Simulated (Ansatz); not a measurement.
# CF₃+ (SMILES F[C+](F)F): functionals against CCSD(T) at one geometry

An exercise on one series of results from a longer session: the logs are not shown, and one member is left open.

The runs use Ansatz 0.2.0, Gaussian basis; single points in def2-TZVPP.

Cores are frozen in the correlated methods.

## The starting structure

SMILES `F[C+](F)F`, 4 atoms, charge 1, spin multiplicity 1.

Atoms are counted from 1 here; the program's logs count them from 0.

Bond lengths: F1–C2 1.180 Å, C2–F3 1.208 Å, C2–F4 1.197 Å. Angles: F1–C2–F3 119.5°, F1–C2–F4 120.3°, F3–C2–F4 120.2°.

As a file:

```xyz
4
CF3
F     0.6755   -0.1172    0.9558
C    -0.0028    0.0048   -0.0016
F    -0.5652   -0.9617   -0.4593
F    -0.1113    1.0718   -0.5322
```

Set-up of the first run:

File run/in.yaml:

```yaml
crystal:
  periodic: [false, false, false]
  atoms:
    - {symbol: F, position_ang: [0.675500, -0.117200, 0.955800]}
    - {symbol: C, position_ang: [-0.002800, 0.004800, -0.001600]}
    - {symbol: F, position_ang: [-0.565200, -0.961700, -0.459300]}
    - {symbol: F, position_ang: [-0.111300, 1.071800, -0.532200]}
basis:
  gaussian: {orbitals: def2-TZVPP}
total_charge: 1
correlation: {method: ccsd_t}
output: {forces: true}
```

The command line of these runs was not kept.

Steps of the session up to this table: CCSD(T)/def2-TZVPP; PBE0-D4/def2-TZVPP; wB97M-V/def2-TZVPP; r2SCAN-D4/def2-TZVPP; PBE-D4/def2-TZVPP; r2SCAN0-D4/def2-TZVPP; CAM-B3LYP-D4/def2-TZVPP.

One of the session's tables, all rows but one given; the rest of the session is left out.

```
      method  RMS force component (eV/Å)  angle to CCSD(T) forces (°)
     CCSD(T)                       1.890                    reference
     PBE0-D4                       1.750                          1.5
     wB97M-V                       1.907                          0.5
   r2SCAN-D4                       1.953                          1.2
      PBE-D4                           ?                            ?
  r2SCAN0-D4                       1.517                          5.2
CAM-B3LYP-D4                       1.783                          0.8
```

Q: Estimate the row for PBE-D4 from the others.

The run gave: RMS force component (eV/Å): 2.365; angle to CCSD(T) forces (°): 4.8. In the column «RMS force component (eV/Å)» it is the highest.
